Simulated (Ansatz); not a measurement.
Results of LDA (plane waves, PAW; Ansatz, an electronic-structure program) for cubic perovskite KTaO3.

Numerical settings: plane-wave cutoff 520 eV, 8×8×8 k mesh, Fermi–Dirac smearing 0.01 eV, scalar-relativistic PAW data made under PBE.

The volume scan:

```json
[
 {"V (Å³/atom)": "11.605", "E − E_lowest (meV/atom)": "33.80"},
 {"V (Å³/atom)": "11.852", "E − E_lowest (meV/atom)": "14.46"},
 {"V (Å³/atom)": "12.099", "E − E_lowest (meV/atom)": "3.48"},
 {"V (Å³/atom)": "12.346", "E − E_lowest (meV/atom)": "0.00"},
 {"V (Å³/atom)": "12.592", "E − E_lowest (meV/atom)": "3.24"},
 {"V (Å³/atom)": "12.839", "E − E_lowest (meV/atom)": "12.51"},
 {"V (Å³/atom)": "13.086", "E − E_lowest (meV/atom)": "27.18"}
]
```

### Question
Estimate the bulk modulus and its pressure derivative from these points.

### Answer
V0 = 12.346 Å³/atom, B0 = 218 GPa, B′ = 4.4 (fit to the energies at full precision).

Measured, for comparison: bulk modulus 220 GPa (temperature not stated, no zero-point or thermal correction; as tabulated in Tinte et al. (1998), arXiv:cond-mat/9809379). Computed (rounded) less measured: bulk modulus -0.9 %.

Spin–orbit coupling is not included.

Computed values are for the static lattice.

It cost roughly 26 core-seconds of CPU time.
